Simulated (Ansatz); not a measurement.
# AlH3+ (doublet): wave-function methods side by side at distance Al1–H3 = 1.722 Å, cc-pVDZ

How much of the correlation energy of AlH3+ (doublet) does each wave-function method recover here?

Computed with Ansatz 0.2.0, Gaussian basis. Level: cc-pVDZ, core rule «outside noble gas», up to 5 orbitals frozen.

The runs, in order: UHF; CCSD(T) on ROHF; CCSD(T) on UHF; BCCD(T) on ROHF; CISD; CCSDT(Q) on ROHF; CCSDT(Q) on UHF; CASSCF and MRCISD+Q, 3 electrons in 3 orbitals; CASSCF and NEVPT2, 3 electrons in 3 orbitals; Full CI.

39 further runs of the same task are left out: 20 for a known fault of the program, 14 that didn't finish, 5 set aside as unsound or not needed.

## (1) What is computed

The geometry derives from a PBE0/def2-TZVP stationary point (not a proven minimum). One bond is set to the value named and the two fragments are kept rigid.

4 atoms, charge 1, spin multiplicity 2.

Atoms are counted from 1 here; the program's logs count them from 0.

Bond lengths: Al1–H2 1.560 Å, Al1–H3 1.722 Å. Angles: H2–Al1–H3 167.6°.

Geometry (Å):

```xyz
4
charge 1, multiplicity 2
Al    0.0000    0.0566   -0.0054
H     0.0000    0.2256   -1.5566
H     0.0000    0.2431    1.7065
H     0.0000   -1.9826   -0.0054
```

In the tables R marks a restricted open-shell determinant and U an unrestricted one; 'pair' is the active space of 3 electrons in 3 orbitals; energies count from the table's Hartree-Fock row.

## (2) UHF

in.yaml reads:

```yaml
crystal:
  periodic: [false, false, false]
  atoms:
    - {symbol: Al, position_ang: [0.000000, 0.056555, -0.005397]}
    - {symbol: H, position_ang: [0.000000, 0.225597, -1.556595]}
    - {symbol: H, position_ang: [0.000000, 0.243107, 1.706468]}
    - {symbol: H, position_ang: [0.000000, -1.982617, -0.005397]}
basis:
  gaussian: {orbitals: cc-pVDZ}
total_charge: 1
magnetization: {spin_polarized: true, initial_magnetization: 1}
hamiltonian: {xc: hf}
output: {orbitals: {seedname: orbitals}}
```

Run with:

```bash
ansatz run in.yaml --threads 1 --pin off --events-out ev --progress --plain --max-ram 2393MiB
```

The log of the run:

```text
Functional definition: HF
  name "HF"
  cite "Fock, Z. Phys. 61, 126 (1930) doi:10.1007/BF01340294"
  parent pbe
  exchange = exact_x
  correlation = 0
308 factors; integrals over basis functions are off by at most 1.6e-3 eV
mean field evaluation 1: about -6618.9124 eV, gradient 6.9e0 eV
mean field evaluation 2: about -6618.9130 eV, gradient 6.9e0 eV
mean field evaluation 4: about -6619.8026 eV, gradient 7.0e-1 eV
mean field evaluation 8: about -6619.8173 eV, gradient 5.4e-3 eV
mean field -6619.81729704 eV, -243.2737985929 hartree, gradient 1.5e-5 eV, S^2 0.754677; 0 other end points of the search recorded, 0 dependent functions left out
reference -6619.81729704 eV, -243.2737985929 hartree; 8, 7 occupied and 25, 26 virtual orbitals, 308 factors
Total energy: -6619.81729704 eV, -243.2737985929 hartree
```

It took 0.15 s on 1 thread of Arm Neoverse V1, shared host.

From the report: ⟨S²⟩ of the determinant 0.755 (pure doublet: 0.75).

## (3) CCSD(T) on ROHF

Edit in.yaml of step 2 so:

```diff
@@ -10,4 +10,4 @@
 total_charge: 1
-magnetization: {spin_polarized: true, initial_magnetization: 1}
-hamiltonian: {xc: hf}
-output: {orbitals: {seedname: orbitals}}
+magnetization: {spin_polarized: false, initial_magnetization: 1}
+correlation: {method: ccsd_t, electrons: outside_noble_gas}
+output: {forces: true}
```

Same command.

The log of the run, cut to the lines that bear on the results:

```text
Functional definition: HF
  name "HF"
  cite "Fock, Z. Phys. 61, 126 (1930) doi:10.1007/BF01340294"
  parent pbe
[...]
308 factors; integrals over basis functions are off by at most 1.6e-3 eV
[...]
mean field -6619.79660774 eV, -243.2730382753 hartree, gradient 1.3e-6 eV, S^2 0.750000; 0 other end points of the search recorded, 0 dependent functions left out
5 core orbitals not correlated: weight in the atoms' cores, before any rotation towards them, 1.000 or more for the frozen orbitals, at most 0.000 for the correlated occupied ones
reference -6619.79660774 eV, -243.2730382753 hartree; 3, 2 occupied and 25, 26 virtual orbitals, 308 factors
second order -1.45403140 eV of doubles, -0.01046071 eV of singles
cycle   1  -1.81411277 eV  change   -3.5e-1 eV  update   5.2e-2
[...]
cycle  13  -2.00073276 eV  change    3.0e-6 eV  update   2.0e-6
perturbative correction -0.02595769 eV, -0.0009539276 hartree
[...]
Total energy: -6621.82329820 eV, -243.3475177757 hartree
Atom 0 at     0.000000     0.056555    -0.005397 Å, force     0.000000     0.234722     1.689859 eV/Å
Atom 1 at     0.000000     0.225597    -1.556595 Å, force     0.000000     0.026094    -0.037312 eV/Å
Atom 2 at     0.000000     0.243107     1.706468 Å, force    -0.000000    -0.201742    -1.684555 eV/Å
Atom 3 at     0.000000    -1.982617    -0.005397 Å, force    -0.000000    -0.059074     0.032008 eV/Å
Dipole moment:     0.000000    -0.175618     0.001209 e Å
```

It took 0.9 s on 1 thread of Arm Neoverse V1, shared host.

From the report: correlation -2.0267 eV; T1 0.024; largest double amplitude 0.07.

## (4) CCSD(T) on UHF

Edit in.yaml of step 3 so:

```diff
@@ -10,3 +10,3 @@
 total_charge: 1
-magnetization: {spin_polarized: false, initial_magnetization: 1}
+magnetization: {spin_polarized: true, initial_magnetization: 1}
 correlation: {method: ccsd_t, electrons: outside_noble_gas}
```

Launched as before.

The log of the run, cut to the lines that bear on the results:

```text
Functional definition: HF
  name "HF"
  cite "Fock, Z. Phys. 61, 126 (1930) doi:10.1007/BF01340294"
  parent pbe
[...]
308 factors; integrals over basis functions are off by at most 1.6e-3 eV
[...]
mean field -6619.81729704 eV, -243.2737985929 hartree, gradient 3.4e-6 eV, S^2 0.754677; 1 other end points of the search recorded, 0 dependent functions left out
determinant -6619.81729704 eV, -243.2737985929 hartree, with singles and doubles -6621.81895585 eV, -243.3473581974 hartree
determinant -6616.75019046 eV, -243.1610845051 hartree, with singles and doubles -6618.93471759 eV, -243.2413643963 hartree
5 core orbitals not correlated: weight in the atoms' cores, before any rotation towards them, 1.000 or more for the frozen orbitals, at most 0.000 for the correlated occupied ones
reference -6619.81729704 eV, -243.2737985929 hartree; 3, 2 occupied and 25, 26 virtual orbitals, 308 factors
second order -1.45046554 eV of doubles, -0.00000000 eV of singles
cycle   1  -1.97336678 eV  change   -8.7e-2 eV  update   1.5e-2
[...]
cycle  13  -1.98056779 eV  change    2.1e-8 eV  update   4.3e-7
perturbative correction -0.02563451 eV, -0.0009420508 hartree
[...]
Total energy: -6621.82349934 eV, -243.3475251675 hartree
Atom 0 at     0.000000     0.056555    -0.005397 Å, force     0.000000     0.233776     1.688965 eV/Å
Atom 1 at     0.000000     0.225597    -1.556595 Å, force    -0.000000     0.026338    -0.037497 eV/Å
Atom 2 at     0.000000     0.243107     1.706468 Å, force     0.000000    -0.201862    -1.683813 eV/Å
Atom 3 at     0.000000    -1.982617    -0.005397 Å, force    -0.000000    -0.058252     0.032345 eV/Å
Dipole moment:    -0.000000    -0.175490     0.001328 e Å
```

Run time: 1 s. Hardware: 1 thread of Arm Neoverse V1, shared host.

From the report: ⟨S²⟩ of the determinant 0.755 (pure doublet: 0.75); correlation -2.0062 eV; T1 0.018; largest double amplitude 0.07.

## (5) BCCD(T) on ROHF

Edit in.yaml of step 4 so:

```diff
@@ -10,4 +10,3 @@
 total_charge: 1
-magnetization: {spin_polarized: true, initial_magnetization: 1}
-correlation: {method: ccsd_t, electrons: outside_noble_gas}
-output: {forces: true}
+magnetization: {spin_polarized: false, initial_magnetization: 1}
+correlation: {method: bccd_t, electrons: outside_noble_gas}
```

Same command.

The log of the run, cut to the lines that bear on the results:

```text
Functional definition: HF
  name "HF"
  cite "Fock, Z. Phys. 61, 126 (1930) doi:10.1007/BF01340294"
  parent pbe
[...]
308 factors; integrals over basis functions are off by at most 1.6e-3 eV
[...]
mean field -6619.79660774 eV, -243.2730382753 hartree, gradient 1.3e-6 eV, S^2 0.750000; 0 other end points of the search recorded, 0 dependent functions left out
5 core orbitals not correlated: weight in the atoms' cores, before any rotation towards them, 1.000 or more for the frozen orbitals, at most 0.000 for the correlated occupied ones
reference -6619.79660774 eV, -243.2730382753 hartree; 3, 2 occupied and 25, 26 virtual orbitals, 308 factors
second order -1.45403140 eV of doubles, -0.01046071 eV of singles
cycle   1  -1.82246147 eV  change   -3.6e-1 eV  update   5.2e-2
[...]
cycle  13  -2.00098482 eV  change    3.3e-6 eV  update   2.2e-6
perturbative correction -0.02652801 eV, -0.0009748865 hartree
Total energy: -6621.82412057 eV, -243.3475479975 hartree
```

Run time: 0.57 s. Hardware: 1 thread of Arm Neoverse V1, shared host.

From the report: correlation -2.0275 eV; largest double amplitude 0.07.

## (6) CISD

Edit in.yaml of step 5 so:

```diff
@@ -11,2 +11,2 @@
 magnetization: {spin_polarized: false, initial_magnetization: 1}
-correlation: {method: bccd_t, electrons: outside_noble_gas}
+correlation: {active_space: {ras: {orbitals: [2, 1, 25], electrons: 5, max_holes: 2, max_particles: 2}, fixed_orbitals: true}}
```

The command is unchanged.

The log of the run:

```text
Functional definition: HF
  name "HF"
  cite "Fock, Z. Phys. 61, 126 (1930) doi:10.1007/BF01340294"
  parent pbe
  exchange = exact_x
  correlation = 0
308 factors; integrals over basis functions are off by at most 1.6e-3 eV
mean field evaluation 1: about -6618.8561 eV, gradient 7.9e0 eV
mean field evaluation 2: about -6618.8566 eV, gradient 7.9e0 eV
mean field evaluation 4: about -6619.7930 eV, gradient 7.3e-1 eV
mean field evaluation 8: about -6619.7966 eV, gradient 9.1e-4 eV
mean field -6619.79660774 eV, -243.2730382753 hartree, gradient 1.3e-6 eV, S^2 0.750000; 0 other end points of the search recorded, 0 dependent functions left out
reference -6619.79660774 eV, -243.2730382753 hartree; 8, 7 occupied and 25, 26 virtual orbitals, 308 factors
state -6621.75368679 eV, -243.3449596036 hartree
Total energy: -6621.75368679 eV, -243.3449596036 hartree
```

Wall time 0.39 s (1 thread of Arm Neoverse V1, shared host).

From the report: 4,222 determinants.

## (7) CCSDT(Q) on ROHF

Edit in.yaml of step 6 so:

```diff
@@ -11,2 +11,2 @@
 magnetization: {spin_polarized: false, initial_magnetization: 1}
-correlation: {active_space: {ras: {orbitals: [2, 1, 25], electrons: 5, max_holes: 2, max_particles: 2}, fixed_orbitals: true}}
+correlation: {method: ccsdt_q, electrons: outside_noble_gas}
```

The command is unchanged.

The log of the run, cut to the lines that bear on the results:

```text
Functional definition: HF
  name "HF"
  cite "Fock, Z. Phys. 61, 126 (1930) doi:10.1007/BF01340294"
  parent pbe
[...]
599 factors; integrals over basis functions are off by at most 2.4e-7 eV
[...]
mean field -6619.79662687 eV, -243.2730389783 hartree, gradient 1.3e-6 eV, S^2 0.750000; 0 other end points of the search recorded, 0 dependent functions left out
5 core orbitals not correlated: weight in the atoms' cores, before any rotation towards them, 1.000 or more for the frozen orbitals, at most 0.000 for the correlated occupied ones
reference -6619.79662687 eV, -243.2730389783 hartree; 3, 2 occupied and 25, 26 virtual orbitals, 599 factors
second order -1.45407306 eV of doubles, -0.01046075 eV of singles
cycle   1  -1.81412253 eV  change   -3.5e-1 eV  update   5.4e-2
[...]
cycle  17  -2.03891807 eV  change   -8.5e-8 eV  update   4.3e-7
perturbative correction -0.00080186 eV, -0.0000294679 hartree
Total energy: -6621.83634681 eV, -243.3479973032 hartree
```

It took 3.5 s on 1 thread of Arm Neoverse V1, shared host.

From the report: correlation -2.0397 eV; T1 0.026; largest double amplitude 0.07.

## (8) CCSDT(Q) on UHF

Edit in.yaml of step 7 so:

```diff
@@ -10,3 +10,3 @@
 total_charge: 1
-magnetization: {spin_polarized: false, initial_magnetization: 1}
+magnetization: {spin_polarized: true, initial_magnetization: 1}
 correlation: {method: ccsdt_q, electrons: outside_noble_gas}
```

Launched as before.

The log of the run, cut to the lines that bear on the results:

```text
Functional definition: HF
  name "HF"
  cite "Fock, Z. Phys. 61, 126 (1930) doi:10.1007/BF01340294"
  parent pbe
[...]
599 factors; integrals over basis functions are off by at most 2.4e-7 eV
[...]
mean field -6619.81731599 eV, -243.2737992893 hartree, gradient 3.6e-6 eV, S^2 0.754677; 1 other end points of the search recorded, 0 dependent functions left out
determinant -6619.81731599 eV, -243.2737992893 hartree, with singles and doubles -6621.81899317 eV, -243.3473595689 hartree
determinant -6616.75022104 eV, -243.1610856288 hartree, with singles and doubles -6618.93475428 eV, -243.2413657446 hartree
5 core orbitals not correlated: weight in the atoms' cores, before any rotation towards them, 1.000 or more for the frozen orbitals, at most 0.000 for the correlated occupied ones
reference -6619.81731599 eV, -243.2737992893 hartree; 3, 2 occupied and 25, 26 virtual orbitals, 599 factors
second order -1.45050727 eV of doubles, -0.00000000 eV of singles
cycle   1  -1.79830921 eV  change   -3.5e-1 eV  update   5.3e-2
[...]
cycle  17  -2.01827270 eV  change   -5.4e-9 eV  update   3.1e-7
perturbative correction -0.00078906 eV, -0.0000289974 hartree
Total energy: -6621.83637775 eV, -243.3479984405 hartree
```

Run time: 3.4 s. Hardware: 1 thread of Arm Neoverse V1, shared host.

From the report: ⟨S²⟩ of the determinant 0.755 (pure doublet: 0.75); correlation -2.0191 eV; T1 0.019; largest double amplitude 0.07.

## (9) CASSCF and MRCISD+Q, 3 electrons in 3 orbitals

Edit in.yaml of step 8 so:

```diff
@@ -10,3 +10,3 @@
 total_charge: 1
-magnetization: {spin_polarized: true, initial_magnetization: 1}
-correlation: {method: ccsdt_q, electrons: outside_noble_gas}
+magnetization: {spin_polarized: false, initial_magnetization: 1}
+correlation: {method: fic_mrcisd_q, electrons: outside_noble_gas, active_space: {window: {electrons: 3, orbitals: 3}}}
```

Launched as before.

The log of the run, cut to the lines that bear on the results:

```text
Functional definition: HF
  name "HF"
  cite "Fock, Z. Phys. 61, 126 (1930) doi:10.1007/BF01340294"
  parent pbe
[...]
308 factors; integrals over basis functions are off by at most 1.6e-3 eV
[...]
mean field -6619.79660774 eV, -243.2730382753 hartree, gradient 1.3e-6 eV, S^2 0.750000; 0 other end points of the search recorded, 0 dependent functions left out
reference -6619.79660774 eV, -243.2730382753 hartree; 8, 7 occupied and 25, 26 virtual orbitals, 308 factors
state -6620.30952320 eV, -243.2918875705 hartree
contracted CI cycle   1: correlation 0.00000000 eV, 0.0000000000 hartree, residual 8.49e0 eV
contracted CI cycle   2: correlation -1.39266732 eV, -0.0511795799 hartree, residual 1.73e0 eV
contracted CI cycle   3: correlation -1.46015889 eV, -0.0536598495 hartree, residual 6.48e-1 eV
contracted CI cycle   4: correlation -1.47161006 eV, -0.0540806724 hartree, residual 2.82e-1 eV
contracted CI cycle   5: correlation -1.47415524 eV, -0.0541742058 hartree, residual 1.16e-1 eV
contracted CI cycle   6: correlation -1.47454304 eV, -0.0541884571 hartree, residual 5.01e-2 eV
contracted CI cycle   7: correlation -1.47460225 eV, -0.0541906333 hartree, residual 2.00e-2 eV
contracted CI cycle   8: correlation -1.47461182 eV, -0.0541909847 hartree, residual 8.96e-3 eV
contracted CI cycle   9: correlation -1.47461396 eV, -0.0541910634 hartree, residual 3.82e-3 eV
contracted CI cycle  10: correlation -1.47461432 eV, -0.0541910769 hartree, residual 1.48e-3 eV
contracted CI cycle  11: correlation -1.47461437 eV, -0.0541910787 hartree, residual 4.43e-4 eV
state -6620.30952320 eV, -243.2918875705 hartree; corrected -6621.84833365 eV, -243.3484378118 hartree
Total energy: -6621.84833365 eV, -243.3484378118 hartree
```

Wall time 0.51 s (1 thread of Arm Neoverse V1, shared host).

From the report: 9 determinants; active occupations 1.96, 1.00, 0.04.

## (10) CASSCF and NEVPT2, 3 electrons in 3 orbitals

Edit in.yaml of step 9 so:

```diff
@@ -11,2 +11,2 @@
 magnetization: {spin_polarized: false, initial_magnetization: 1}
-correlation: {method: fic_mrcisd_q, electrons: outside_noble_gas, active_space: {window: {electrons: 3, orbitals: 3}}}
+correlation: {method: sc_nevpt2, electrons: outside_noble_gas, active_space: {window: {electrons: 3, orbitals: 3}}}
```

Launched as before.

The log of the run:

```text
Functional definition: HF
  name "HF"
  cite "Fock, Z. Phys. 61, 126 (1930) doi:10.1007/BF01340294"
  parent pbe
  exchange = exact_x
  correlation = 0
308 factors; integrals over basis functions are off by at most 1.6e-3 eV
mean field evaluation 1: about -6618.8561 eV, gradient 7.9e0 eV
mean field evaluation 2: about -6618.8566 eV, gradient 7.9e0 eV
mean field evaluation 4: about -6619.7930 eV, gradient 7.3e-1 eV
mean field evaluation 8: about -6619.7966 eV, gradient 9.1e-4 eV
mean field -6619.79660774 eV, -243.2730382753 hartree, gradient 1.3e-6 eV, S^2 0.750000; 0 other end points of the search recorded, 0 dependent functions left out
reference -6619.79660774 eV, -243.2730382753 hartree; 8, 7 occupied and 25, 26 virtual orbitals, 308 factors
state -6620.30952320 eV, -243.2918875705 hartree
state -6620.30952320 eV, -243.2918875705 hartree; corrected -6621.33196628 eV, -243.3294616607 hartree
Total energy: -6621.33196628 eV, -243.3294616607 hartree
```

Run time: 0.36 s. Hardware: 1 thread of Arm Neoverse V1, shared host.

From the report: 9 determinants; active occupations 1.96, 1.00, 0.04.

## (11) Full CI

Edit in.yaml of step 10 so:

```diff
@@ -11,2 +11,2 @@
 magnetization: {spin_polarized: false, initial_magnetization: 1}
-correlation: {method: sc_nevpt2, electrons: outside_noble_gas, active_space: {window: {electrons: 3, orbitals: 3}}}
+correlation: {method: fci, electrons: outside_noble_gas}
```

The command is unchanged.

The log of the run:

```text
Functional definition: HF
  name "HF"
  cite "Fock, Z. Phys. 61, 126 (1930) doi:10.1007/BF01340294"
  parent pbe
  exchange = exact_x
  correlation = 0
599 factors; integrals over basis functions are off by at most 2.4e-7 eV
mean field evaluation 1: about -6618.8560 eV, gradient 7.9e0 eV
mean field evaluation 2: about -6618.8566 eV, gradient 7.9e0 eV
mean field evaluation 4: about -6619.7929 eV, gradient 7.3e-1 eV
mean field evaluation 8: about -6619.7966 eV, gradient 9.1e-4 eV
mean field -6619.79662687 eV, -243.2730389783 hartree, gradient 1.3e-6 eV, S^2 0.750000; 0 other end points of the search recorded, 0 dependent functions left out
mean field evaluation 16: about -6619.8155 eV, gradient 2.2e-1 eV
5 core orbitals not correlated: weight in the atoms' cores, before any rotation towards them, 1.000 or more for the frozen orbitals, at most 0.000 for the correlated occupied ones
reference -6619.79662687 eV, -243.2730389783 hartree; 3, 2 occupied and 25, 26 virtual orbitals, 599 factors
state -6621.83676195 eV, -243.3480125595 hartree
Total energy: -6621.83676195 eV, -243.3480125595 hartree
```

Wall time 3.5 s (1 thread of Arm Neoverse V1, shared host).

From the report: 630,336 determinants, symmetry A'.

## (12) How many determinants matter

Natural occupations of the FCI state about the gap (report; correlated orbitals 1 to 10): 1.951, 1.931, 1.001, 0.047, 0.016, 0.012, 0.011, 0.008, 0.007, 0.005. The count of effectively unpaired electrons, Σ n²(2 − n)², is 1.04; a single determinant of this spin has 1.

## (13) Misses and costs

The yardstick is full CI for this spin, exact in this basis with these frozen cores. Rows without a time come out of other runs: HF, MP2 and CCSD of CCSD(T), CCSDT of CCSDT(Q), CASSCF and MRCISD of the multireference runs. The times of RCCSD(T), UCCSD(T) include forces.

Differences are taken before rounding.

| method | energy from the lowest RHF (kJ/mol) | from FCI (kJ/mol) | time |
| --- | --- | --- | --- |
| RHF | 0.0 | +196.8 |  |
| UHF | -2.0 | +194.8 |  |
| RMP2 | -141.3 | +55.5 |  |
| UMP2 | -141.9 | +54.9 |  |
| CISD | -188.8 | +8.0 | 0.39 s |
| RCCSD | -193.0 | +3.8 |  |
| UCCSD | -193.1 | +3.8 |  |
| RCCSD(T) | -195.5 | +1.3 | 0.9 s |
| UCCSD(T) | -195.6 | +1.3 | 1 s |
| BCCD(T) | -195.6 | +1.2 | 0.57 s |
| RCCSDT | -196.7 | +0.1 |  |
| UCCSDT | -196.7 | +0.1 |  |
| RCCSDT(Q) | -196.8 | 0.0 | 3.5 s |
| UCCSDT(Q) | -196.8 | 0.0 | 3.4 s |
| CASSCF pair | -49.5 | +147.4 |  |
| NEVPT2 pair | -148.1 | +48.7 | 0.36 s |
| MRCISD pair | -191.8 | +5.1 |  |
| MRCISD+Q pair | -198.0 | -1.1 | 0.51 s |
| FCI | -196.8 | 0 | 3.5 s |

Among the levels timed on like hardware and quicker than the yardstick, those that no quicker one beats, quickest first: NEVPT2 pair (0.36 s, +48.7 kJ/mol); CISD (0.39 s, +8.0 kJ/mol); MRCISD+Q pair (0.51 s, -1.1 kJ/mol); UCCSDT(Q) (3.4 s, 0.0 kJ/mol). Runs this short are mostly start-up, so their order is noise.

## (14) What came out

| quantity | value |
| --- | --- |
| FCI below the RHF energy | -2.0402 eV |
| RMP2 from FCI | +55.5 kJ/mol |
| UMP2 from FCI | +54.9 kJ/mol |
| RCCSD from FCI | +3.8 kJ/mol |
| RCCSD(T) from FCI | +1.3 kJ/mol |
| UCCSD(T) from FCI | +1.3 kJ/mol |
| RCCSDT(Q) from FCI | 0.0 kJ/mol |
| UCCSDT(Q) from FCI | 0.0 kJ/mol |
| NEVPT2 pair from FCI | +48.7 kJ/mol |
| MRCISD+Q pair from FCI | -1.1 kJ/mol |
| levels within 1 kcal/mol (43 meV) | RCCSD, UCCSD, RCCSD(T), UCCSD(T), BCCD(T), RCCSDT, UCCSDT, RCCSDT(Q), UCCSDT(Q), MRCISD+Q pair |
| T1 diagnostic | 0.024 |
| effectively unpaired electrons | 1.04 |

**Reading.** RCCSD(T) lands +1.3 kJ/mol from the yardstick (0.7 % of the correlation energy). MRCISD+Q pair falls below full CI: the +Q correction isn't variational, and the cores differ from full CI's. One determinant dominates. Of the multireference levels listed MRCISD+Q pair comes nearest in total energy (-1.1 kJ/mol), which doesn't show that its space is the better one. These misses are within one basis, not against nature; the frozen cores of restricted and unrestricted runs differ, which can shift their rows.
